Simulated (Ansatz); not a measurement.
**BO₂− (SMILES O=B[O-]): one structure at several levels**

The atoms stand at a structure displaced at random from a GFN2-xTB minimum. How far do the functionals agree with CCSD(T) there?

Program: Ansatz 0.2.0, Gaussian basis. Level of theory: single points in def2-TZVPPD. These are calculated values, not measurements.

Cores are frozen in the correlated methods.

### Step 1. Where the work starts

SMILES `O=B[O-]`, 3 atoms, charge -1, spin multiplicity 1.

Atoms are counted from 1 here; the program's logs count them from 0.

Bond lengths: O1–B2 1.201 Å, B2–O3 1.232 Å. Angles: O1–B2–O3 172.4°.

As a file:

```xyz
3
BO2
O     0.45630    1.06060    0.33260
B    -0.01850   -0.01590    0.09360
O    -0.39090   -1.13370   -0.26740
```

### Step 2. CCSD(T)/def2-TZVPPD

File run/in.yaml:

```yaml
crystal:
  periodic: [false, false, false]
  atoms:
    - {symbol: O, position_ang: [0.456300, 1.060600, 0.332600]}
    - {symbol: B, position_ang: [-0.018500, -0.015900, 0.093600]}
    - {symbol: O, position_ang: [-0.390900, -1.133700, -0.267400]}
basis:
  gaussian: {orbitals: "def2-TZVPPD.json"}
total_charge: -1
correlation: {method: ccsd_t}
output: {forces: true}
```

The basis file named in the input lies beside it (Basis Set Exchange, JSON).

No record of the launch command was kept for these runs.

### Step 3. PBE0-D4/def2-TZVPPD

Edit run/in.yaml of step 2 so:

```diff
@@ -9,3 +9,3 @@
 total_charge: -1
-correlation: {method: ccsd_t}
-output: {forces: true}
+hamiltonian: {xc: pbe0, dispersion: d4}
+output: {forces: true, orbitals: {seedname: orbitals}}
```

### Step 4. wB97M-V/def2-TZVPPD

Edit run/in.yaml of step 3 so:

```diff
@@ -9,3 +9,3 @@
 total_charge: -1
-hamiltonian: {xc: pbe0, dispersion: d4}
-output: {forces: true, orbitals: {seedname: orbitals}}
+hamiltonian: {xc: {name: wB97M-V}}
+output: {forces: true}
```

### Step 5. r2SCAN-D4/def2-TZVPPD

Edit run/in.yaml of step 4 so:

```diff
@@ -9,3 +9,3 @@
 total_charge: -1
-hamiltonian: {xc: {name: wB97M-V}}
+hamiltonian: {xc: r2scan, dispersion: d4}
 output: {forces: true}
```

### Step 6. PBE-D4/def2-TZVPPD

Edit run/in.yaml of step 5 so:

```diff
@@ -9,3 +9,3 @@
 total_charge: -1
-hamiltonian: {xc: r2scan, dispersion: d4}
+hamiltonian: {xc: pbe, dispersion: d4}
 output: {forces: true}
```

### Step 7. revPBE-D4/def2-TZVPPD

Edit run/in.yaml of step 6 so:

```diff
@@ -9,3 +9,3 @@
 total_charge: -1
-hamiltonian: {xc: pbe, dispersion: d4}
+hamiltonian: {xc: {name: revPBE}, dispersion: d4}
 output: {forces: true}
```

### Step 8. BHLYP-D4/def2-TZVPPD

Edit run/in.yaml of step 7 so:

```diff
@@ -9,3 +9,3 @@
 total_charge: -1
-hamiltonian: {xc: {name: revPBE}, dispersion: d4}
+hamiltonian: {xc: {name: BHLYP}, dispersion: d4}
 output: {forces: true}
```

(Steps that only read results are left out.)

**Question.** What will these runs give? Wanted: RMS force component; RMS force error; HOMO and LUMO, PBE0-D4; T1 diagnostic.

The runs gave:

| quantity | value |
| --- | --- |
| RMS force component | 1.756 to 2.560 eV/Å over the methods |
| RMS force error | PBE0-D4 0.335, wB97M-V 0.254, r2SCAN-D4 0.213, PBE-D4 0.092, revPBE-D4 0.218, BHLYP-D4 0.719 eV/Å |
| HOMO and LUMO, PBE0-D4 | -1.69 and 4.06 eV |
| T1 diagnostic | 0.016 |

What this shows: On forces the order runs from PBE-D4 to BHLYP-D4. Frozen-core CCSD(T) forces in triple zeta carry basis errors of their own, and this is one geometry, so small gaps rank nothing.
